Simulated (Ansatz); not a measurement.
A made-up structure of CH5AlB, doublet:

```
8
angstrom
B -1.7873 0.6145 -1.1409
Al 0.1322 0.6268 -0.4433
C 0.7617 -0.7118 0.8388
H 1.4052 -1.5473 0.9456
H 1.0755 1.7817 -1.0005
H 1.1162 -0.2262 1.7537
H 1.6116 -1.2650 0.4262
H -0.0067 -1.4354 1.1185
```

It is relaxed with PBE-D4/def2-SVP and then PBE0-D4/def2-TZVP (Ansatz 0.2.0). Atoms count as bonded within 1.22 times the sum of their covalent radii (H–H: 0.88 Å). The end point is not checked to be a true minimum.

Does its bonding change? (Judge from chemistry; the calculation decides.)

Computed: Yes. Formed: none; broken: Al2–C3, H4–H7.

Where it ends: The first stage lowers the energy by 5.00 eV in 14 steps. It ends as a complex of AlBH ([B][AlH]) + CH₄:
```xyz
8
angstrom
B -2.0964 0.7857 -1.2329
Al -0.2355 1.4306 -0.5707
C 1.1051 -1.1413 1.1472
H 1.5459 -2.0602 1.5343
H 1.1057 1.3507 -1.4424
H 0.9626 -0.4391 1.9692
H 1.7789 -0.7139 0.4030
H 0.1420 -1.3753 0.6904
```

Labels in which every atom is bracketed show which atoms are joined, not bond orders.

For scale, one of the runs: PBE0-D4/def2-TZVP relaxation, 129 basis functions, launched by `ansatz run in.yaml --threads 2 --pin off --events-out ev --progress --plain --max-ram 4352MiB`. The run took about 5.5 min on 2 CPU threads of an Intel Xeon Platinum 8175M (shared host).
